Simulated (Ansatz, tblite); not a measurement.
Voigt–Reuss–Hill shear modulus (GPa) of solids drawn from the class of tetrahedrally bonded semiconductors and semimetals, at two levels: GFN1-xTB tight binding with its D3(BJ) term, in tblite, supercell at the zone centre, Fermi filling at 1000 K (free energies), no spin polarisation (tblite), and r²SCAN (PAW; Ansatz, a quantum-chemistry and plane-wave program).

```csv
solid,GFN1-xTB,r²SCAN,shift (%)
2H-SiC,134,201,+50
wurtzite AlN,45.0,133,+196
zinc-blende CuI,17.8,15.8,-11.2
zinc-blende BP,135,174,+29
wurtzite GaN,54.0,114,+111
zinc-blende CdS (metastable phase),9.39,17.1,+82
zinc-blende ZnS,19.2,35.8,+86
zinc-blende GaP,36.8,57.9,+57
zinc-blende CdSe,11.0,15.3,+39
zinc-blende BAs,130,137,+5.4
```

The shifts run from -11.2 % to +196 %, with a median of +54 %.

Over all 10 rows r²SCAN is the larger in 9.

Ansatz's runs of these crystals have no spin polarisation.

Spin–orbit coupling is left out, also for the solids with elements from indium on (zinc-blende CuI); its size isn't shown.

Each level is taken at its own relaxed cell. Caveats: the method was fitted mainly to molecules (GFN1-xTB: 2H-SiC, wurtzite AlN, zinc-blende CuI, zinc-blende BP, wurtzite GaN, zinc-blende CdS and 4 more); the run uses a supercell at the zone centre in place of a k mesh (GFN1-xTB: 2H-SiC, wurtzite AlN, zinc-blende CuI, zinc-blende BP, wurtzite GaN, zinc-blende CdS and 4 more). Ansatz's density-functional and Hartree–Fock values are scalar-relativistic unless marked +SOC, with PAW data made under PBE.
